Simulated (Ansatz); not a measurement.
A nudged elastic band was laid between two geometries of BF2H (4 atoms, charge 0, multiplicity 1).

Theory: RKS PBE-D4/cc-pVDZ in Ansatz 0.2.0.

| Quantity | Value |
| --- | --- |
| movable images | 7 |
| climbing image | yes |
| spring | 5.0 eV/Å² |
| optimiser | quadratic models (default) |
| start path | through a guess of the saddle point |
| force threshold | 0.05 eV/Å |
| iteration limit | 60 |
| end points | relaxed |

First end point:

```xyz
4
Properties=species:S:1:pos:R:3
B 0.278 0.000 0.206
H 0.218 0.000 1.413
F 1.456 0.000 -0.427
F -0.828 0.000 -0.543
```

Last end point:

```xyz
4
Properties=species:S:1:pos:R:3
B -0.650 0.000 0.333
H 1.132 0.000 0.875
F 1.871 0.000 0.258
F -1.229 0.000 -0.817
```

Problem. What changes between the two ends?

Solution. Bonds broken: B1–H2, B1–F3. Bonds formed: H2–F3. BF2H becomes BF + FH.

Problem. Give the energies along the band, and the barrier.

Solution. The forces met the threshold. The highest image is number 5 of 0 to 8, 4.11 eV above the first end and 0.25 eV above the last; the last end lies 3.86 eV above the first. Neighbouring images differ by up to 1.4 eV, so the band resolves the path poorly. A vibrational analysis at the climbing image gives one clearly imaginary mode, 936i cm⁻¹: a first-order saddle point. The orbitals stay closed-shell, which can raise the energy where a bond breaks towards radicals; this wasn't checked here.

| image | path coordinate (Å) | energy (eV) | B1–H2 (Å) | B1–F3 (Å) | H2–F3 (Å) |
| --- | --- | --- | --- | --- | --- |
| 0 | 0.00 | 0.00 | 1.21 | 1.34 | 2.22 |
| 1 | 0.24 | 0.26 | 1.20 | 1.34 | 1.99 |
| 2 | 0.48 | 1.08 | 1.19 | 1.39 | 1.75 |
| 3 | 0.72 | 2.46 | 1.20 | 1.52 | 1.54 |
| 4 | 0.96 | 3.70 | 1.26 | 1.71 | 1.34 |
| 5 | 1.20 | 4.11 | 1.39 | 1.89 | 1.15 |
| 6 | 1.43 | 3.96 | 1.59 | 2.11 | 1.01 |
| 7 | 1.66 | 3.87 | 1.79 | 2.36 | 0.97 |
| 8 | 1.90 | 3.86 | 1.86 | 2.52 | 0.96 |

Problem. What is the geometry of the highest image?

Solution. 
```xyz
4
Properties=species:S:1:pos:R:3
B -0.343 0.000 0.353
H 0.872 0.000 1.018
F 1.530 0.000 0.076
F -0.935 0.000 -0.798
```

Run time: 37 s on 1 thread of Intel(R) Xeon(R) Platinum 8259CL CPU @ 2.50GHz (Skylake/Cascade Lake) (shared host), peak memory 0.11 GiB.
